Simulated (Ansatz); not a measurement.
# AlH2⁻, singlet: the ladder up to full CI

Geometry: a point of a stretch scan, not a stationary point.

| atom | x (Å) | y (Å) | z (Å) |
| --- | --- | --- | --- |
| Al | 0.0000 | -0.1480 | 0.0708 |
| H | 0.0000 | 2.9438 | -3.1988 |
| H | 0.0000 | 1.0178 | 1.3037 |

Basis aug-cc-pVDZ; Ansatz 0.2.0. Only valence electrons are correlated (noble-gas cores frozen), which leaves 6 electrons in 40 orbitals. R marks a restricted (for open shells ROHF) determinant, U an unrestricted one. Active spaces: pair = (2e, 2o) about the gap; valence = (6e, 6o) chosen from the atoms' valence shells.

Full CI is exact within this basis and frozen core; it isn't the basis-set limit. The frozen core follows each run's orbitals, which can shift R against U totals by a few meV.

Unrestricted rows (U) aren't spin-pure: their determinants' ⟨S²⟩ exceeds S(S+1) by up to 0.68, so they mix in states of higher spin.

* UHF ⟨S²⟩: 0.809
* ⟨S²⟩ of the determinant under UCCSD: 0.681
* T1 diagnostic (RCCSD): 0.0395
* largest doubles amplitude (RCCSD): 0.083

| level | E − E(RHF) (eV) |
| --- | --- |
| RMP2 | -2.1951 |
| UMP2 | -1.9690 |
| RCCSD | -3.1391 |
| UCCSD | -3.1143 |
| RCCSD(T) | -3.1935 |
| UCCSD(T) | -3.1867 |

Task: Estimate how far full CI in aug-cc-pVDZ lies from RCCSD(T). The table doesn't fix it; the size of (T) and the diagnostics are the guide.

Result: Full CI in aug-cc-pVDZ lies 2.5 kJ/mol below RCCSD(T), which is 47 % of the (T) step (-5.2 kJ/mol). T1 is raised, RHF is unstable towards spin polarisation, and the rest is a large part of (T).

The other levels:

```json
{"level": "CISD", "E − E(full CI) (kJ/mol)": "30.5", "share of correlation (%)": "90.19", "wall time": "0.6 s"}
{"level": "BCCD(T)", "E − E(full CI) (kJ/mol)": "2.5", "share of correlation (%)": "99.18", "wall time": "0.72 s"}
{"level": "RCCSDT", "E − E(full CI) (kJ/mol)": "0.3", "share of correlation (%)": "99.89", "wall time": "–"}
{"level": "UCCSDT", "E − E(full CI) (kJ/mol)": "0.4", "share of correlation (%)": "99.86", "wall time": "–"}
{"level": "RCCSDT(Q)", "E − E(full CI) (kJ/mol)": "0.0", "share of correlation (%)": "99.99", "wall time": "2.5 s"}
{"level": "UCCSDT(Q)", "E − E(full CI) (kJ/mol)": "0.0", "share of correlation (%)": "99.99", "wall time": "17 s"}
{"level": "RCCSDTQ", "E − E(full CI) (kJ/mol)": "0.0", "share of correlation (%)": "100.00", "wall time": "11 s (H100)"}
{"level": "CASSCF (pair space)", "E − E(full CI) (kJ/mol)": "243.9", "share of correlation (%)": "21.48", "wall time": "–"}
{"level": "NEVPT2 (pair space)", "E − E(full CI) (kJ/mol)": "79.7", "share of correlation (%)": "74.34", "wall time": "0.63 s"}
{"level": "MRCISD (pair space)", "E − E(full CI) (kJ/mol)": "17.3", "share of correlation (%)": "94.44", "wall time": "–"}
{"level": "MRCISD+Q (pair space)", "E − E(full CI) (kJ/mol)": "-4.8", "share of correlation (%)": "101.55", "wall time": "0.96 s"}
{"level": "CASSCF (valence space)", "E − E(full CI) (kJ/mol)": "195.3", "share of correlation (%)": "37.11", "wall time": "–"}
{"level": "NEVPT2 (valence space)", "E − E(full CI) (kJ/mol)": "88.9", "share of correlation (%)": "71.38", "wall time": "0.78 s"}
{"level": "MRCISD (valence space)", "E − E(full CI) (kJ/mol)": "15.5", "share of correlation (%)": "95.02", "wall time": "–"}
{"level": "MRCISD+Q (valence space)", "E − E(full CI) (kJ/mol)": "1.4", "share of correlation (%)": "99.55", "wall time": "1.1 s"}
```

The correlation energy at full CI, counted from RHF, is -3.219 eV. That run took 15 s on 2 threads of AMD EPYC 7R13 with a shared H100 80 GB, shared host over 48,998,162 determinants.

Run but not shown, since their state, orbitals or frozen core can't be matched to the reference's or they repeat it: UHF.

Times hold each run's SCF and search for its determinant on a shared host, so for small cases they say little of a method's own cost; rows without a card ran on 1 thread of AMD EPYC 7R13.

More than 5 meV below full CI, which no variational method can be: MRCISD+Q (pair space).

The full-CI state has the irrep A' of Cs, in the program's axes.

Natural occupations of full CI about the gap: 1.946 1.871 1.852 0.122 0.060 0.037 0.031 0.011 0.010 0.010; effectively unpaired electrons, Σ n²(2−n)², 0.22.
